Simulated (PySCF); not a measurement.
**One shape, several levels: [BNH4]− (SMILES [BH2-]N)**

Aim: a comparison of 6 runs (U-r2SCAN/STO-3G, UB2PLYP/STO-3G, UPBE0/STO-3G, USVWN5/STO-3G, UMP2/STO-3G, NEVPT2(3,3)/STO-3G) of [BNH4]−. 

The calculation is run with PySCF 2.14.0.

2 further runs of the same task are left out: 2 set aside as unsound or not needed.

## Step 1: The molecule

[BNH4]− has 6 atoms, charge -1, and is taken as a doublet. SMILES: `[BH2-]N`. The B1–H4 distance was set to 1.500 Å, away from the relaxed value.

Bond lengths: B1–N2 1.573 Å, B1–H3 1.274 Å, N2–H5 1.029 Å, N2–H6 1.021 Å. Angles: B1–N2–H5 111.6°, B1–N2–H6 108.4°, N2–B1–H3 113.0°, H5–N2–H6 104.9°. A long bond or contact: B1–H4 1.500 Å.

## Step 2: A single-point energy at U-r2SCAN/STO-3G (run 1)

The input, input.xyz:

```xyz
6

B     -0.329490    -0.594847     0.400567
N     -0.095400     0.958403     0.317857
H      0.699950    -1.233547     0.793237
H     -0.807710    -1.131940    -0.915350
H      0.375930     1.223533    -0.557043
H      0.555270     1.226013     1.057407
```

The input, job.py:

```python
from pyscf import gto, dft

system = gto.M(
    atom='input.xyz',
    spin=1,
    charge=-1,
    basis='sto-3g',
    verbose=4,
    max_memory=1860,
)

ks = dft.UKS(system)
ks.xc = 'r2scan'
ks.grids.level = 5
ks.conv_tol = 1e-10
ks.kernel()
if not ks.converged:
    ks = ks.newton().run(ks.mo_coeff, ks.mo_occ)

energy = ks.e_tot
print('Final energy', energy)
```

The run is started by

```
$ OMP_NUM_THREADS=1 python job.py
```

The program printed:

```text
PySCF version 2.14.0

[... 58 lines left out ...]
WARN: HOMO -0.046941868418153 >= LUMO -0.0469418684181533
[... 42 lines left out ...]
converged SCF energy = -80.6783186184896  <S^2> = 0.75377429  2S+1 = 2.0037707
Final energy -80.67831861848958
```

Run time: 5.7 s. Hardware: 1 thread of Arm Neoverse V1, shared host; peak memory 0.19 GiB.

## Step 3: A single-point energy at UB2PLYP/STO-3G (run 2)

The input, input.py:

```python
from pyscf import gto, dft, mp

mol = gto.Mole()
mol.atom = '''
B       -0.329490      -0.594847       0.400567
N       -0.095400       0.958403       0.317857
H        0.699950      -1.233547       0.793237
H       -0.807710      -1.131940      -0.915350
H        0.375930       1.223533      -0.557043
H        0.555270       1.226013       1.057407
'''
mol.max_memory = 1860
mol.basis = 'sto-3g'
mol.spin = 1
mol.charge = -1
mol.verbose = 3
mol.build()

mf = dft.UKS(mol)
mf.xc = '0.53*HF + 0.47*B88, 0.73*LYP'
mf.conv_tol = 1e-10
mf.grids.level = 5
mf.kernel()
if not mf.converged:
    mf = mf.newton().run(mf.mo_coeff, mf.mo_occ)

pt = mp.MP2(mf, frozen=2).run()
e_final = mf.e_tot + 0.27 * pt.e_corr
print('PT2 part  %.8f' % (0.27 * pt.e_corr))
print('Final energy', e_final)
```

The run is started by

```
$ OMP_NUM_THREADS=1 python input.py
```

The program printed:

```text
converged SCF energy = -80.5366957805449  <S^2> = 0.75317234  2S+1 = 2.0031698
E(UMP2) = -80.6394419237766  E_corr = -0.102746143231771
E(SCS-UMP2) = -80.6522003401896  E_corr = -0.11550455964477
PT2 part  -0.02774146
Final energy -80.56443723921744
```

It took 3.9 s on 1 thread of Arm Neoverse V1, shared host; peak memory 0.18 GiB.

Runs 3 to 4 aren't shown in full; the table further down has their settings and results.

## Step 4: A single-point energy at UMP2/STO-3G (run 5)

The input, mol.xyz:

```xyz
6

B     -0.329490    -0.594847     0.400567
N     -0.095400     0.958403     0.317857
H      0.699950    -1.233547     0.793237
H     -0.807710    -1.131940    -0.915350
H      0.375930     1.223533    -0.557043
H      0.555270     1.226013     1.057407
```

The input, calc.py:

```python
from pyscf import gto, scf, mp

mol = gto.M(
    atom='mol.xyz',
    max_memory=1860,
    basis='sto-3g',
    charge=-1,
    spin=1,
    verbose=3,
)

mf = scf.UHF(mol)
mf.conv_tol = 1e-10
mf.kernel()
if not mf.converged:
    mf = mf.newton().run(mf.mo_coeff, mf.mo_occ)

pt = mp.MP2(mf, frozen=2).run()
etot = pt.e_tot
print('Final energy', etot)
```

The run is started by

```
$ OMP_NUM_THREADS=1 python calc.py
```

The program printed:

```text
converged SCF energy = -80.174920592845  <S^2> = 0.75878754  2S+1 = 2.0087683
E(UMP2) = -80.2546738402497  E_corr = -0.0797532474046769
E(SCS-UMP2) = -80.2648781592646  E_corr = -0.0899575664196309
Final energy -80.25467384024968
```

Wall time 0.74 s (1 thread of Arm Neoverse V1, shared host); peak memory 0.12 GiB.

## Step 5: A single-point energy at NEVPT2(3,3)/STO-3G (run 6)

The input, input.py:

```python
import numpy
from pyscf import gto, scf, mp, mcscf, mrpt

system = gto.Mole()
system.atom = [
    ('B', (-0.329490, -0.594847, 0.400567)),
    ('N', (-0.095400, 0.958403, 0.317857)),
    ('H', (0.699950, -1.233547, 0.793237)),
    ('H', (-0.807710, -1.131940, -0.915350)),
    ('H', (0.375930, 1.223533, -0.557043)),
    ('H', (0.555270, 1.226013, 1.057407)),
]
system.verbose = 3
system.charge = -1
system.spin = 1
system.max_memory = 1860
system.basis = 'sto-3g'
system.build()

myscf = scf.ROHF(system)
myscf.conv_tol = 1e-10
myscf.kernel()
if not myscf.converged:
    myscf = myscf.newton().run(myscf.mo_coeff, myscf.mo_occ)

pt = mp.MP2(scf.addons.convert_to_uhf(myscf)).run()
noons, natorbs = mcscf.addons.make_natural_orbitals(pt)
print('natural occupations', numpy.round(noons[:40], 4))
cas = mcscf.CASSCF(myscf, 3, 3)
cas.fix_spin_(ss=0.75)
cas.natorb = True
cas.kernel(natorbs)
e_pt2 = mrpt.NEVPT(cas).kernel()
energy = cas.e_tot + e_pt2
print('E = %.10f Eh' % energy)
```

The run is started by

```
$ OMP_NUM_THREADS=1 python input.py
```

The program printed:

```text
converged SCF energy = -80.1736053061224
E(UMP2) = -80.2541308190933  E_corr = -0.0805255129709336
E(SCS-UMP2) = -80.2643586060088  E_corr = -0.0907532998864065
natural occupations [2.     1.9999 1.9969 1.9914 1.9894 1.9866 1.9862 1.9834 1.0005 0.0167
 0.0138 0.0132 0.0122 0.0098]
CASSCF energy = -80.1965452703786
CASCI E = -80.1965452703786  E(CI) = -1.40627911423350  S^2 = 0.7500000
Sr    (-1)',   E = -0.00014796105549
Si    (+1)',   E = -0.00016245331842
Sijrs (0)  ,   E = -0.05612292738064
Sijr  (+1) ,   E = -0.00371773502510
Srsi  (-1) ,   E = -0.00202414705666
Srs   (-2) ,   E = -0.00025790470075
Sij   (+2) ,   E = -0.00034379988043
Sir   (0)' ,   E = -0.00394577676234
Nevpt2 Energy = -0.066722705179830
E = -80.2632679756 Eh
```

Run time: 0.95 s. Hardware: 1 thread of Arm Neoverse V1, shared host; peak memory 0.12 GiB.

## Step 6: Overview of the runs

| run | level | frozen core orbitals | integration grid | energy (Eh) | HOMO energy (eV) | LUMO energy (eV) | ⟨S²⟩ | wall time |
| --- | --- | --- | --- | --- | --- | --- | --- | --- |
| 1 | U-r2SCAN/STO-3G | – | 5 | -80.678319 | 8.36 | 13.03 | 0.754 | 5.7 s |
| 2 | UB2PLYP/STO-3G | 2 | 5 | -80.564437 | 5.69 | 15.15 | 0.753 | 3.9 s |
| 3 | UPBE0/STO-3G | – | 5 | -80.622432 | 7.33 | 13.47 | 0.753 | 3.6 s |
| 4 | USVWN5/STO-3G | – | 5 | -79.920154 | 9.44 | 11.82 | 0.752 | 2.3 s |
| 5 | UMP2/STO-3G | 2 | – | -80.254674 | 2.96 | 18.93 | 0.759 | 0.74 s |
| 6 | NEVPT2(3,3)/STO-3G | – | – | -80.263268 | – | – | – | 0.95 s |

## Step 7: Outcome

| quantity | value |
| --- | --- |
| run 6: total energy | -80.26327 Eh |

What this shows: Totals of different functionals can't be ranked against each other. In runs 1, 2, 3, 4, 5, 6 the HOMO lies above zero, so the outermost electron may be held by the basis alone. In runs 1, 2, 3, 4, 5, 6 the basis is minimal, so the values are rough. All runs together took 17 s, the longest 5.7 s.
